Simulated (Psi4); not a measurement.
**SiH2 (SMILES [SiH2]) at MP3/aug-cc-pVTZ**

What is the vertical electron affinity of SiH2 at MP3/aug-cc-pVTZ? 

Program for the calculation: Psi4 1.11.

## (1) The system as given

SiH2 has 3 atoms, charge 0, and is taken as a singlet. As SMILES, `[SiH2]`. Geometry: relaxed at PBE0-D4/def2-TZVP.

Bond lengths: Si1–H2 1.525 Å, Si1–H3 1.525 Å. Angles: H2–Si1–H3 91.2°.

## (2) A single-point energy at MP3/aug-cc-pVTZ

Contents of input.in:

```
memory 2200 MB

molecule system {
  0 1
  Si    -0.491200     0.468600    -0.213600
  H      0.840300     0.578600     0.522500
  H     -0.349100    -1.047200    -0.308900
  units angstrom
  symmetry c1
  no_reorient
  no_com
}

set puream true
set e_convergence 1e-09
set d_convergence 1e-08
set scf_type pk
set num_frozen_docc 5
set mp_type conv

e, wfn = energy('mp3/aug-cc-pVTZ', return_wfn=True)
```

Started as:

```console
$ psi4 -i input.in -o input.out -n 1
```

input.out:

```text
[...]
  Running in c1 symmetry.
[...]
  Nuclear repulsion =    9.956246036569164
[...]
  Multiplicity = 1
[...]
  Nalpha       = 8
  Nbeta        = 8
[...]
    Number of basis functions: 96
[...]
   @RHF iter   1:  -290.02021880451787   -5.78682e-01   1.27577e-03 ADIIS/DIIS
[...]
   @RHF iter   9:  -290.03046252141274   -1.81899e-12   1.99688e-09 DIIS
[...]
    Orbital Energies [Eh]
    ---------------------
    Doubly Occupied:
       1A    -68.803079     2A     -6.148076     3A     -4.250888
       4A     -4.249433     5A     -4.248811     6A     -0.673926
       7A     -0.456025     8A     -0.339776
[...]
  @RHF Final Energy:  -290.03046252141274
   => Energetics <=
    Nuclear Repulsion Energy =              9.9562460365691638
    One-Electron Energy =                -421.6333878962997801
    Two-Electron Energy =                 121.6466793383179095
    Total Energy =                       -290.0304625214126872
[...]
 Multipole Moments:
 ------------------------------------------------------------------------------------
     Multipole            Electronic (a.u.)      Nuclear  (a.u.)        Total (a.u.)
 ------------------------------------------------------------------------------------
 L = 1.  Multiply by 2.5417464519 to convert [e a0] to [Debye]
 Dipole X            :         12.1337633          -12.0670351            0.0667281
 Dipole Y            :        -11.5754609           11.5118336           -0.0636273
 Dipole Z            :          5.2764119           -5.2473915            0.0290204
 Magnitude           :                                                    0.0966605
[...]
	SCS-MP2 Total Energy (a.u.)        :  -290.15410036013520
	SOS-MP2 Total Energy (a.u.)        :  -290.16020169543424
[...]
	SOS-PI-MP2 Total Energy (a.u.)     :  -290.17018163189744
[...]
	MP2 Total Energy (a.u.)            :  -290.14189768953730
[...]
	SCS-MP3 Total Energy (a.u.)        :  -290.15937868310016
[...]
	MP3 Total Energy (a.u.)            :  -290.16301098139706
[...]
```

Run time: 19 s. Hardware: 1 thread of AMD EPYC 7R43 (Zen 3), shared host; peak memory 1.1 GiB.

## (3) The doublet anion

Contents of h2si.xyz:

```xyz
3
H2Si
Si    -0.491200     0.468600    -0.213600
H      0.840300     0.578600     0.522500
H     -0.349100    -1.047200    -0.308900
```

Contents of h2si.py:

```python
import psi4

psi4.set_memory('2200 MB')
psi4.set_num_threads(1)
psi4.set_output_file('run.log', False)

with open('h2si.xyz') as f:
    atoms = ''.join(f.readlines()[2:])
geom = psi4.geometry('-1 2\n' + atoms + 'symmetry c1')

options = {'reference': 'uhf', 'puream': True, 'e_convergence': 1e-09, 'd_convergence': 1e-08, 'scf_type': 'pk', 'num_frozen_docc': 5, 'maxiter': 100, 'mp_type': 'conv'}
psi4.set_options(options)

e_tot = psi4.energy('mp3/aug-cc-pVTZ')
print(f'total energy {e_tot:.8f} hartree = {e_tot * 27.211386:.5f} eV')
```

Started as:

```console
$ python h2si.py
```

run.log:

```text
[...]
  Running in c1 symmetry.
[...]
  Nuclear repulsion =    9.956246036569164
[...]
  Multiplicity = 2
[...]
  Nalpha       = 9
  Nbeta        = 8
[...]
    Number of basis functions: 96
[...]
   @UHF iter   1:  -290.00556169827377   -5.64025e-01   2.30658e-03 DIIS/ADIIS
[...]
   @UHF iter  13:  -290.05205610735334   -3.80851e-12   2.82084e-09 DIIS
[...]
   @S^2 Observed:                7.754253490E-01
[...]
    Orbital Energies [Eh]
    ---------------------
    Alpha Occupied:
       1A    -68.536510     2A     -5.882907     3A     -3.993485
       4A     -3.985466     5A     -3.984293     6A     -0.455239
       7A     -0.225367     8A     -0.113547     9A     -0.046734
    Alpha Virtual:
      10A      0.147829    11A      0.175629    12A      0.183681
      13A      0.185771    14A      0.206551    15A      0.285667
      16A      0.301028    17A      0.306961    18A      0.307767
      19A      0.308591    20A      0.330560    21A      0.413064
      22A      0.427897    23A      0.445092    24A      0.453533
      25A      0.487858    26A      0.496512    27A      0.501616
[...]
  @UHF Final Energy:  -290.05205610735334
   => Energetics <=
    Nuclear Repulsion Energy =              9.9562460365691638
    One-Electron Energy =                -425.7076304173240260
    Two-Electron Energy =                 125.6993282734015338
    Total Energy =                       -290.0520561073533372
  UHF NO Occupations:
  HONO-2 :    7  A 1.9995860
  HONO-1 :    8  A 1.9880163
[...]
 Multipole Moments:
 ------------------------------------------------------------------------------------
     Multipole            Electronic (a.u.)      Nuclear  (a.u.)        Total (a.u.)
 ------------------------------------------------------------------------------------
 L = 1.  Multiply by 2.5417464519 to convert [e a0] to [Debye]
 Dipole X            :         -1.2943248            1.3986185            0.1042936
 Dipole Y            :          1.1424154           -1.2344223           -0.0920069
 Dipole Z            :         -0.0000000            0.0000000           -0.0000000
 Magnitude           :                                                    0.1390771
[...]
	SCS-MP2 Total Energy (a.u.)        :  -290.18719671094584
	SOS-MP2 Total Energy (a.u.)        :  -290.19111074916833
[...]
	SOS-PI-MP2 Total Energy (a.u.)     :  -290.20180726007715
[...]
	MP2 Total Energy (a.u.)            :  -290.17936863450092
[...]
	SCS-MP3 Total Energy (a.u.)        :  -290.19260520749339
[...]
	MP3 Total Energy (a.u.)            :  -290.20100262069110
[...]
```

On the terminal:

```text
total energy -290.20100262 hartree = -7896.77150 eV
```

It took 32 s on 1 thread of AMD EPYC 7R43 (Zen 3), shared host; peak memory 1.1 GiB.

## (4) Results

Level: MP3/aug-cc-pVTZ, 5 core orbitals frozen.

```
                                                                 quantity          value
                                               singlet SiH2: total energy  -290.16301 Eh
                        singlet SiH2: HOMO energy (Hartree–Fock orbitals)       -9.25 eV
                        singlet SiH2: LUMO energy (Hartree–Fock orbitals)       -0.08 eV
                      singlet SiH2: HOMO–LUMO gap (Hartree–Fock orbitals)        9.16 eV
                singlet SiH2: correlation energy (5 core orbitals frozen)     -132.5 mEh
                                              doublet anion: total energy  -290.20100 Eh
doublet anion: HOMO energy (Hartree–Fock orbitals) (highest over α and β)       -1.27 eV
 doublet anion: LUMO energy (Hartree–Fock orbitals) (lowest over α and β)        4.02 eV
               doublet anion: correlation energy (5 core orbitals frozen)     -148.9 mEh
                         doublet anion: ⟨S²⟩ of the reference determinant          0.775
                        vertical electron affinity (to the doublet anion)       1.034 eV
```

In words: At fixed nuclei the extra electron is bound by 1.03 eV (24 kcal/mol).
